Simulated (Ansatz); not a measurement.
Geometry optimisation, Ansatz 0.2.0, UKS B3LYP-D4/def2-SVP.

Input file:

```yaml
crystal:
  periodic: [false, false, false]
  atoms:
    - { symbol: H, position_ang: [0.4591, -0.0063, 0.2951] }
    - { symbol: C, position_ang: [-0.8425, -0.4549, 0.1104] }
    - { symbol: F, position_ang: [-0.9786, -0.7174, -1.1912] }
    - { symbol: F, position_ang: [-1.6594, 0.5468, 0.441] }
    - { symbol: S, position_ang: [2.1318, 0.6417, 0.3705] }
    - { symbol: H, position_ang: [-1.0279, -1.3428, 0.7177] }
    - { symbol: H, position_ang: [1.9175, 1.3329, -0.7436] }
magnetization:
  spin_polarized: true
  initial_magnetization: 1
basis:
  gaussian: { orbitals: def2-SVP }
hamiltonian:
  xc: b3lyp
  dispersion: d4
relax:
  f_tol: 0.15
  max_steps: 25
  restrain:
    - { distance: [0, 4], at: 2.66, k: 30.0 }
    - { distance: [1, 0], at: 1.07, k: 30.0 }
```

Run as:

```bash
$ ansatz run input.yaml --threads 2 --pin off --max-ram 3072MiB --backend cpu --events-out ev --progress --plain --runs-dir out
```

Question: Where does it end, and by what steps?

Answer: It converged. The restraints hold the end off the free minimum. After 12 steps the energy has fallen by 0.632 eV (the restraints' own energy left out); F3 moved furthest, 0.68 Å.

| step | energy less start (eV) | largest force component (eV/Å) | accepted |
| --- | --- | --- | --- |
| 0 | 0.0000 | 1.816 | yes |
| 1 | -0.4502 | 1.609 | yes |
| 2 | -0.4101 | 2.813 | yes |
| 3 | -0.5788 | 0.283 | yes |
| 4 | -0.5744 | 0.817 | yes |
| 5 | -0.5791 | 0.532 | yes |
| 6 | -0.5891 | 0.449 | no |
| 7 | -0.5835 | 0.414 | yes |
| 8 | -0.5907 | 0.460 | yes |
| 9 | -0.6031 | 0.390 | yes |
| 10 | -0.6178 | 0.409 | yes |
| 11 | -0.6290 | 0.435 | yes |
| 12 | -0.6321 | 0.403 | yes |

```xyz
7
Properties=species:S:1:pos:R:3
H 0.118 -0.205 0.771
C -0.783 -0.406 0.195
F -0.463 -0.283 -1.125
F -1.730 0.507 0.500
S 2.417 1.014 0.189
H -1.186 -1.423 0.362
H 1.628 0.795 -0.893
```

Time of the run: 44 s on 2 threads of Intel(R) Xeon(R) Platinum 8488C (Sapphire Rapids), on a shared host, peak memory 0.22 GiB.
